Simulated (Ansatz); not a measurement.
System: BCl₂ (charge 0, doublet). It need not be the lowest isomer of its formula. 
Structure (B3LYP-D3(BJ)/def2-TZVP (Ansatz, an electronic-structure program) minimum search):
```
B
Cl 1 1.7273
Cl 1 1.7273 2 125.68
```
Charge 0, spin multiplicity 2.

Total electronic energies in hartree. Correlated levels leave the core frozen unless marked. UHF or UKS for open shells. Spin-orbit coupling is left out. No relativistic terms. Basis-set limits of correlation are two-point, X^-3; Hartree-Fock from the larger set.

```json
[
 {"level": "HF/cc-pV(Q+d)Z", "program": "Ansatz", "energy (Eh)": "-943.76043"},
 {"level": "r2SCAN-D3(BJ)/def2-TZVPD", "program": "Ansatz + dftd3", "energy (Eh)": "-945.21602"},
 {"level": "PBE0-D4/def2-TZVP", "program": "Ansatz + dftd4", "energy (Eh)": "-944.95283"},
 {"level": "r2SCANh-D4/def2-TZVPD", "program": "Ansatz + dftd4", "energy (Eh)": "-945.21230"},
 {"level": "MP2/cc-pV(Q+d)Z", "program": "Ansatz", "energy (Eh)": "-944.25035"},
 {"level": "RI-MP2/CBS(cc-pV(T+d)Z,cc-pV(Q+d)Z)", "program": "Ansatz", "energy (Eh)": "-944.2816"},
 {"level": "SCS-MP2/cc-pV(T+d)Z", "program": "Ansatz", "energy (Eh)": "-944.18781"},
 {"level": "CCSD/cc-pwCVTZ", "program": "Ansatz", "energy (Eh)": "-944.24146"},
 {"level": "CCSD(T)/CBS(cc-pV(T+d)Z,cc-pV(Q+d)Z)", "program": "Ansatz", "energy (Eh)": "-944.3401"}
]
```

Totals of different functionals don't rank their quality; only differences between species are comparable.
